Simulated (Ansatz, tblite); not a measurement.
# BCl3: spin-state energies by level

Aim: set other spin states of BCl3 against its singlet, on many levels of theory.

Method: as each input shows; program: Ansatz 0.2.0, Gaussian basis.

Levels to be run: triplet, at the geometry of the singlet (GFN1-xTB, GFN2-xTB, PBE0-D4/def2-TZVP, PBE-D4/def2-TZVP, r2SCAN-D4/def2-TZVP); the singlet's energies come from earlier runs.

### Step 1. The structure

The singlet was relaxed beforehand with PBE-D4/def2-TZVP.

4 atoms, charge 0, spin multiplicity 1.

Bond lengths: B1–Cl2 1.748 Å, B1–Cl3 1.748 Å, B1–Cl4 1.748 Å. Angles: Cl2–B1–Cl3 120.0°, Cl2–B1–Cl4 120.0°, Cl3–B1–Cl4 120.0°.

### Step 2. Triplet at the fixed geometry, GFN1-xTB

Tight binding, by tblite at 300 K electronic temperature and without a spin-polarisation term:

```python
tblite.interface.Calculator('GFN1-xTB', numbers, positions, charge=0, uhf=2).singlepoint()
```

Energy -382.4023 eV; 0.008 s.

### Step 3. Triplet at the fixed geometry, GFN2-xTB

Tight binding, by tblite at 300 K electronic temperature and without a spin-polarisation term:

```python
tblite.interface.Calculator('GFN2-xTB', numbers, positions, charge=0, uhf=2).singlepoint()
```

Energy -402.3406 eV; 0.011 s.

### Step 4. Triplet at the fixed geometry, PBE0-D4/def2-TZVP

in.yaml

```yaml
crystal:
  periodic: [false, false, false]
  atoms:
    - {symbol: B, position_ang: [-0.000001, -0.000004, 0.000001]}
    - {symbol: Cl, position_ang: [1.747487, -0.027938, 0.013407]}
    - {symbol: Cl, position_ang: [-0.849453, 1.527351, -0.017447]}
    - {symbol: Cl, position_ang: [-0.898033, -1.499410, 0.004038]}
basis:
  gaussian: {orbitals: def2-TZVP}
magnetization: {spin_polarized: true, initial_magnetization: 2}
hamiltonian: {xc: pbe0, dispersion: d4}
scf: {omitted_lower_state_checks: [starts]}
output: {orbitals: {seedname: orbitals}}
```

The run is started by

```sh
$ ansatz run in.yaml --threads 2 --pin off --events-out ev --progress --plain --max-ram 4352MiB
```

What it wrote:

```text
Functional definition: PBE0
  name "PBE0"
  cite "Adamo & Barone, J. Chem. Phys. 110, 6158 (1999) doi:10.1063/1.478522"
  cite "Perdew, Burke & Ernzerhof, Phys. Rev. Lett. 77, 3865 (1996) doi:10.1103/PhysRevLett.77.3865"
  parent pbe
  parameter a = 0.25
  parameter kappa = 0.804
  parameter beta = 0.06672455060314922
  exchange = (1 - a)*pbe_x(kappa = kappa, mu = beta*pi^2/3) + a*exact_x
  correlation = pbe_c(beta = beta)
these checks for a lower state are left out or cut short: starts
973 factors; their error is unknown
mean field evaluation 1: about -38228.7562 eV, gradient 1.6e1 eV
mean field evaluation 2: about -38227.9219 eV, gradient 2.1e1 eV
mean field evaluation 4: about -38230.1232 eV, gradient 5.5e-1 eV
mean field evaluation 8: about -38230.1261 eV, gradient 8.1e-2 eV
mean field evaluation 16: about -38230.2393 eV, gradient 5.4e-5 eV
mean field -38230.23932422 eV, -1404.9353817781 hartree, gradient 1.1e-5 eV, S^2 2.009435; 0 other end points of the search recorded, 0 dependent functions left out
reference -38230.23935219 eV, -1404.9353828060 hartree; 29, 27 occupied and 113, 115 virtual orbitals, 973 factors
Total energy: -38230.35360098 eV, -1404.9395813718 hartree
Checks for a lower state left out: starts
```

Run time: 5.5 s. Hardware: 2 threads of Intel Xeon Platinum 8259CL at 2.50GHz, shared host.

HOMO -3.73 eV, LUMO -7.38 eV (over both spins; with the spin held, an empty level of the minority spin lies below the top filled one); ⟨S²⟩ 2.009 (pure: 2.00).

### Step 5. Triplet at the fixed geometry, PBE-D4/def2-TZVP

start.molden holds the orbitals of an earlier run on this state, given as this run's starting guess.

Edit in.yaml of step 4 so:

```diff
@@ -8,5 +8,5 @@
 basis:
-  gaussian: {orbitals: def2-TZVP}
+  gaussian: {orbitals: def2-TZVP, initial_orbitals: start.molden}
 magnetization: {spin_polarized: true, initial_magnetization: 2}
-hamiltonian: {xc: pbe0, dispersion: d4}
+hamiltonian: {xc: pbe, dispersion: d4}
 scf: {omitted_lower_state_checks: [starts]}
```

Same command.

What it wrote:

```text
Functional definition: PBE
  name "PBE"
  cite "Perdew, Burke & Ernzerhof, Phys. Rev. Lett. 77, 3865 (1996) doi:10.1103/PhysRevLett.77.3865"
  parent pbe
  parameter kappa = 0.804
  parameter beta = 0.06672455060314922
  exchange = pbe_x(kappa = kappa, mu = beta*pi^2/3)
  correlation = pbe_c(beta = beta)
these checks for a lower state are left out or cut short: starts
937 factors; their error is unknown
mean field evaluation 1: about -38227.4836 eV, gradient 1.0e1 eV
mean field evaluation 2: about -38227.5679 eV, gradient 1.4e-1 eV
mean field evaluation 4: about -38227.5638 eV, gradient 3.1e-4 eV
mean field evaluation 8: about -38227.5638 eV, gradient 1.5e-5 eV
mean field -38227.56384392 eV, -1404.8370596906 hartree, gradient 1.5e-5 eV, S^2 2.004535; 0 other end points of the search recorded, 0 dependent functions left out
reference -38227.56388118 eV, -1404.8370610600 hartree; 29, 27 occupied and 113, 115 virtual orbitals, 937 factors
Total energy: -38227.69935283 eV, -1404.8420395511 hartree
Checks for a lower state left out: starts
```

Wall time 3 s (2 threads of Intel Xeon Platinum 8259CL at 2.50GHz, shared host).

Report: HOMO -2.60 eV, LUMO -7.77 eV (over both spins; with the spin held, an empty level of the minority spin lies below the top filled one); ⟨S²⟩ 2.005 (pure: 2.00).

### Step 6. Triplet at the fixed geometry, r2SCAN-D4/def2-TZVP

Edit in.yaml of step 5 so:

```diff
@@ -10,3 +10,3 @@
 magnetization: {spin_polarized: true, initial_magnetization: 2}
-hamiltonian: {xc: pbe, dispersion: d4}
+hamiltonian: {xc: r2scan, dispersion: d4}
 scf: {omitted_lower_state_checks: [starts]}
```

Launched as before.

What it wrote:

```text
Functional definition: r2SCAN
  name "r2SCAN"
  cite "Furness, Kaplan, Ning, Perdew & Sun, J. Phys. Chem. Lett. 11, 8208 (2020) doi:10.1021/acs.jpclett.0c02405"
  cite "Furness, Kaplan, Ning, Perdew & Sun, J. Phys. Chem. Lett. 11, 9248 (2020) doi:10.1021/acs.jpclett.0c03077"
  parent r2scan
  parameter k0 = 0.174
  parameter k1 = 0.065
  parameter a1 = 4.9479
  exchange = r2scan_x(k0 = k0, k1 = k1, a1 = a1)
  correlation = r2scan_c
these checks for a lower state are left out or cut short: starts
937 factors; their error is unknown
mean field evaluation 1: about -38240.8724 eV, gradient 7.4e0 eV
mean field evaluation 2: about -38240.9071 eV, gradient 6.8e-2 eV
mean field evaluation 4: about -38240.9015 eV, gradient 1.2e-4 eV
mean field evaluation 8: about -38240.9015 eV, gradient 1.7e-5 eV
mean field -38240.90150481 eV, -1405.3272096877 hartree, gradient 1.7e-5 eV, S^2 2.010133; 0 other end points of the search recorded, 0 dependent functions left out
reference -38240.90151620 eV, -1405.3272101062 hartree; 29, 27 occupied and 113, 115 virtual orbitals, 937 factors
Total energy: -38240.93040687 eV, -1405.3282718188 hartree
Checks for a lower state left out: starts
```

It took 6 s on 2 threads of Intel Xeon Platinum 8259CL at 2.50GHz, shared host.

From the report: HOMO -2.92 eV, LUMO -7.95 eV (over both spins; with the spin held, an empty level of the minority spin lies below the top filled one); ⟨S²⟩ 2.010 (pure: 2.00).

### Step 7. Triplet less singlet, vertical

The singlet's energies are those of its earlier runs, whose logs aren't repeated here.

| level | triplet less singlet, vertical (eV) | time |
| --- | --- | --- |
| GFN1-xTB | +5.846 | 0.014 s |
| GFN2-xTB | +4.957 | 0.016 s |
| PBE-D4/def2-TZVP | +5.023 | 5 s |
| r2SCAN-D4/def2-TZVP | +5.184 | 9.3 s |
| PBE0-D4/def2-TZVP | +5.453 | 8 s |

Times add the two runs; a level without a time comes out of a correlated run. Tight binding without a spin term can't rank spin states.

### Step 8. Outcome

| quantity | value |
| --- | --- |
| triplet less singlet, vertical, functionals in def2-TZVP | +5.023 (PBE-D4) to +5.453 eV (PBE0-D4) |

In words: All functionals put the triplet above the singlet, over a spread of 0.429 eV. The checks for a lower triplet were left out, so another state of that spin may lie lower. These are electronic energies, without zero-point motion, entropy or surroundings.
